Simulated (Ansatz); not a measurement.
# BSiH2 (quartet): from Hartree-Fock to the top rungs, cc-pVTZ

An exercise on one series of results from a longer session: the logs are not shown, and one member is left open.

The runs use Ansatz 0.2.0, Gaussian basis; cc-pVTZ, core rule «outside noble gas», up to 6 orbitals frozen.

Plan: UHF; CCSD(T) on ROHF; CCSD(T) on UHF; BCCD(T) on ROHF; CCSDT(Q) on ROHF; CCSDT(Q) on UHF; CASSCF and MRCISD+Q, 9 electrons in 10 orbitals; CASSCF and NEVPT2, 9 electrons in 10 orbitals.

7 further runs of the same task are left out: 2 for a known fault of the program, 5 set aside as unsound or not needed.

## The system

The geometry is a PBE0/def2-TZVP stationary point (not a proven minimum).

4 atoms, charge 0, spin multiplicity 4.

Atoms are counted from 1 here; the program's logs count them from 0.

Bond lengths: Si1–B2 1.871 Å, Si1–H3 1.488 Å, Si1–H4 1.488 Å. Angles: B2–Si1–H3 125.4°, B2–Si1–H4 125.4°, H3–Si1–H4 109.2°.

Set-up of the first run:

The input, in.yaml:

```yaml
crystal:
  periodic: [false, false, false]
  atoms:
    - {symbol: Si, position_ang: [0.000000, 0.000000, 0.451790]}
    - {symbol: B, position_ang: [0.000000, 0.000000, -1.418773]}
    - {symbol: H, position_ang: [0.000000, 1.212692, 1.314369]}
    - {symbol: H, position_ang: [0.000000, -1.212692, 1.314369]}
basis:
  gaussian: {orbitals: cc-pVTZ}
magnetization: {spin_polarized: true, initial_magnetization: 3}
hamiltonian: {xc: hf}
output: {orbitals: {seedname: orbitals}}
```

Started as:

```bash
> ansatz run in.yaml --threads 1 --pin off --events-out ev --progress --plain --max-ram 4096MiB --backend cpu
```

Steps of the session up to this table: UHF; CCSD(T) on ROHF; CCSD(T) on UHF; BCCD(T) on ROHF; CCSDT(Q) on ROHF; CCSDT(Q) on UHF; CASSCF and MRCISD+Q, 9 electrons in 10 orbitals; CASSCF and NEVPT2, 9 electrons in 10 orbitals.

One of the session's tables, all rows but one given; the rest of the session is left out.

```
          method  from UCCSDT(Q) (kcal/mol)
            ROHF                    +123.86
             UHF                    +122.57
            RMP2                     +25.32
            UMP2                     +25.77
           RCCSD                      +5.77
           UCCSD                      +5.72
        RCCSD(T)                      +1.12
        UCCSD(T)                      +1.12
         BCCD(T)                      +1.10
          RCCSDT                      +0.24
          UCCSDT                      +0.22
       RCCSDT(Q)                      +0.02
       UCCSDT(Q)                          0
  CASSCF valence                     +87.81
  NEVPT2 valence                          ?
  MRCISD valence                      +6.93
MRCISD+Q valence                      +1.32
```

Q: Estimate the row for NEVPT2 valence from the others.

**Answer.** from UCCSDT(Q) (kcal/mol): +22.94. In the column «from UCCSDT(Q) (kcal/mol)» it lies between MRCISD valence (+6.93) and RMP2 (+25.32).

Among the levels timed on like hardware and quicker than the yardstick, those that no quicker one beats, quickest first: UCCSD(T) (12 s, +1.12 kcal/mol); BCCD(T) (12 s, +1.10 kcal/mol); RCCSDT(Q) (17 s, +0.02 kcal/mol).

With the free atoms at the same levels and basis (separate runs), the atomisation energy is 8.149 eV at UCCSDT(Q), 8.136 eV at RCCSD(T), 8.134 eV at UCCSD(T), 6.919 eV at ROHF.

Limits of these values: Of the multireference levels listed MRCISD+Q valence comes nearest in total energy (+1.32 kcal/mol), which doesn't show that its space is the better one. Restricted and unrestricted rows rest on different reference determinants; where their highest levels disagree by more than a few hundredths of an eV, they describe different states and don't form one ladder.
